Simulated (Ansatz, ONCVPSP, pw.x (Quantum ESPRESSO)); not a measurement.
**What a changed setting does to a pw.x run (fcc Ta)**

Potential: optimised norm-conserving Vanderbilt (ONCV), ONCVPSP 4.0.1.1 (patched build), PBEsol; core [Kr] 4d10 4f14, reference 5s2 5p6 5d3 6s1; waves: 5s+6s: rc 2.05 bohr, ncon 3, nbas 6, qcut 7 1/bohr, 2 projectors; 5p: rc 1.45 bohr, ncon 4, nbas 7, qcut 6.7 1/bohr, 2 projectors, debl 3.9 Ha; 5d: rc 2.00 bohr, ncon 4, nbas 8, qcut 4.2 1/bohr, 2 projectors, debl 2 Ha; local part: polynomial inside 1.35 bohr (lpopt 1, dvloc0 4 Ha); core correction: Teter function, fcfact 6, rcfact 1.58.

The reference run (k-mesh 14³, cutoffs 150/600 Ry, Fermi–Dirac 0.01 Ry, mixing_beta 0.4, conv_thr 1e-9, no spin) gives -3.21 GPa at 18.281 Å³/atom, where all-electron LAPW gives -0.64 GPa. This run, with its own iteration cap, changes degauss to 0.005.

```
&control
  calculation='scf', prefix='x', pseudo_dir='./', outdir='./tmp', tstress=.true., disk_io='none'
/
&system
  ibrav=0, nat=1, ntyp=1, ecutwfc=150, ecutrho=600, nbnd=14,
  occupations='smearing', smearing='fd', degauss=0.005
/
&electrons
  conv_thr=1e-09, mixing_beta=0.4, electron_maxstep=60
/
ATOMIC_SPECIES
Ta 1.0 Ta.UPF
CELL_PARAMETERS angstrom
  0.00000000 2.09085212 2.09085212
  2.09085212 0.00000000 2.09085212
  2.09085212 2.09085212 0.00000000
ATOMIC_POSITIONS crystal
Ta 0.0000 0.0000 0.0000
K_POINTS automatic
14 14 14 0 0 0
```

```bash
pw.x < Ta.scf.in > Ta.scf.out
```

**Question.** How does the run end?

**Answer.** It converges in 9 iterations; the free energy moves by +28.2 meV/atom and the pressure by -0.27 GPa. In a metal, with Fermi–Dirac smearing, F lies below its zero-width value by a term in the square of the width.

```
Message from routine setup:
     using ibrav=0 with symmetry is DISCOURAGED, use correct ibrav instead
     lattice parameter (alat)  =       5.5878  a.u.
     unit-cell volume          =     123.3663 (a.u.)^3
     number of electrons       =        13.00
     number of Kohn-Sham states=           14
     kinetic-energy cutoff     =     150.0000  Ry
     charge density cutoff     =     600.0000  Ry
     scf convergence threshold =      1.0E-09
     Exchange-correlation= PBESOL
     number of k points=   104  Fermi-Dirac smearing, width (Ry)=  0.0050
     iteration #  1     ecut=   150.00 Ry     beta= 0.40
     total energy              =    -142.47192515 Ry
     estimated scf accuracy    <       0.66663987 Ry
     iteration #  2     ecut=   150.00 Ry     beta= 0.40
     total energy              =    -142.45493889 Ry
     estimated scf accuracy    <       0.09524784 Ry
     iteration #  3     ecut=   150.00 Ry     beta= 0.40
     total energy              =    -142.47556913 Ry
     estimated scf accuracy    <       0.00083482 Ry
     [... 3 iterations left out ...]
     iteration #  7     ecut=   150.00 Ry     beta= 0.40
     total energy              =    -142.47570422 Ry
     estimated scf accuracy    <       0.00000009 Ry
     iteration #  8     ecut=   150.00 Ry     beta= 0.40
     total energy              =    -142.47570423 Ry
     estimated scf accuracy    <          1.5E-09 Ry
     iteration #  9     ecut=   150.00 Ry     beta= 0.40
     the Fermi energy is    18.3339 ev
!    total energy              =    -142.47570423 Ry
     estimated scf accuracy    <          5.6E-11 Ry
     smearing contrib. (-TS)   =      -0.00137193 Ry
     The total energy is F=E-TS. E is the sum of the following terms:
     one-electron contribution =     -15.48862328 Ry
     hartree contribution      =      14.77408271 Ry
     xc contribution           =     -43.70681113 Ry
     ewald contribution        =     -98.05298059 Ry
     convergence has been achieved in   9 iterations
          total   stress  (Ry/bohr**3)                   (kbar)     P=      -34.86
     Message from routine punch:
     Nothing written, as per user request (disk_io='none')
```

The run took about 44 s on one core of a shared host (Intel(R) Xeon(R) 6975P-C, 192 threads, 756 GiB, load 67).
